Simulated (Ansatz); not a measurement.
Relaxing hydrogen (H2 molecule)

Computed with DFT, RPBE, plane waves (420 eV) with PAW, scalar-relativistic in Ansatz. (PAW data from PBE, frozen cores regenerated.)

k-point mesh 1×1×1, Fermi-Dirac smearing 0.01 eV, no spin polarisation. The box is fixed.

Starting structure:

```yaml
crystal:
  lattice:
    - [12.0, 0.0, 0.0]
    - [0.0, 12.3, 0.0]
    - [0.0, 0.0, 12.6]
  atoms:
    - { symbol: H, position: [0.5, 0.5, 0.4702380952] }
    - { symbol: H, position: [0.5, 0.5, 0.5297619048] }
hamiltonian:
  xc: rpbe
  pseudopotentials:
    kind: paw
    azcp:
      H: "pseudopotentials/H.paw.azcp"
basis:
  ecutwfc: 420
  fft_grid_basis: typed
kpoints:
  mp_grid: { grid: [1, 1, 1], shift: [0, 0, 0] }
magnetization:
  spin_polarized: false
scf:
  occupations: { method: fermi_dirac, width: 0.01 }
relax:
  max_steps: 60
  f_tol: 0.01
```

**Question.** What is the relaxed bond length?

**Answer.** 0.747 Å (start 0.750 Å).
